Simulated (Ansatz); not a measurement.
# SiO+ (sextet): from Hartree-Fock to the top rungs, def2-QZVPP

One table from this session's results is given with a row withheld; the runs are named, their logs left out.

Program: Ansatz 0.2.0, Gaussian basis. Level of theory: def2-QZVPP, core rule «outside noble gas», up to 6 orbitals frozen. These are calculated values, not measurements.

To be run: UHF; ROHF; CCSD(T) on UHF.

## The system

The geometry is a PBE0/def2-TZVP stationary point (not a proven minimum) of the parent state, kept for this charge and spin.

2 atoms, charge 1, spin multiplicity 6.

Atoms are counted from 1 here; the program's logs count them from 0.

Bond lengths: Si1–O2 1.714 Å.

The first run:

in.yaml reads:

```yaml
crystal:
  periodic: [false, false, false]
  atoms:
    - {symbol: Si, position_ang: [0.000000, 0.000000, 0.000000]}
    - {symbol: O, position_ang: [0.000000, 0.000000, 1.713500]}
basis:
  gaussian: {orbitals: "def2-QZVPP.json"}
total_charge: 1
magnetization: {spin_polarized: true, initial_magnetization: 5}
hamiltonian: {xc: hf}
output: {orbitals: {seedname: orbitals}}
```

Command:

```console
$ ansatz run in.yaml --threads 1 --pin off --events-out ev --progress --plain --max-ram 4096MiB --backend cpu
```

Steps of the session up to this table: UHF; ROHF; CCSD(T) on UHF.

One of the session's tables, all rows but one given; the rest of the session is left out.

It belongs to the step «Misses and costs». 

| method | from UCCSD(T) (meV) |
| --- | --- |
| ROHF | +5788.5 |
| UHF | ? |
| UMP2 | +752.7 |
| UCCSD | +139.6 |
| UCCSD(T) | 0 |

Estimate the missing values for UHF.

The run gave: from UCCSD(T) (meV): +5567.8. In the column «from UCCSD(T) (meV)» it lies between UMP2 (+752.7) and ROHF (+5788.5).
